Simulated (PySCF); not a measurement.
Working out the ionisation energy of Li

Li [He] 2s1 (2S) → Li⁺ 1s2 (1S). All numbers are calculated (PySCF 2.14, the spin-free X2C one-electron Hamiltonian (Gaussian nucleus), in ANO-RCC-VTZP (4s3p2d1f, 30 functions)). Frozen: nothing. Energies in hartree (1 hartree = 27.21139 eV):

```tsv
part	Li (lower)	Li⁺ (upper)
UHF	-7.433391	-7.237059
MP2 opposite-spin	-0.031073	-0.030653
MP2 same-spin	-0.000292	0.000000
```

Problem. What does Hartree-Fock give?

Solution. (-7.237059) − (-7.433391) = 0.196332 hartree = 5.342 eV.

Problem. What do MP2 and SCS-MP2 (6/5 opposite-spin, 1/3 same-spin) give?

Solution. The opposite-spin parts differ by 0.011 eV and the same-spin parts by 0.008 eV. MP2: 5.342 + (0.011) + (0.008) = 5.361 eV. SCS-MP2: 5.342 + 1.2 × (0.011) + (0.008)/3 = 5.358 eV.

Measured between the centres of the two terms (NIST): 5.392 eV, so MP2 (valence and next inner shell) is off by -0.031 eV.

What remains against the reference includes basis incompleteness and correlation beyond second order.
